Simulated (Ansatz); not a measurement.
hcp Zn

The numbers are results of PBE (PAW; Ansatz, a first-principles code), not measurements.

Numerical settings: plane-wave cutoff 520 eV, 16×16×10 k mesh (along the axes of the cell as run), Fermi–Dirac smearing 0.1 eV, perturbation theory, force constants from a 4×4×2 q mesh, scalar-relativistic PAW data made under PBE.

Cell: relaxed at this level.

| Item | Value |
|---|---|
| zero-point energy | 0.021 eV/atom |
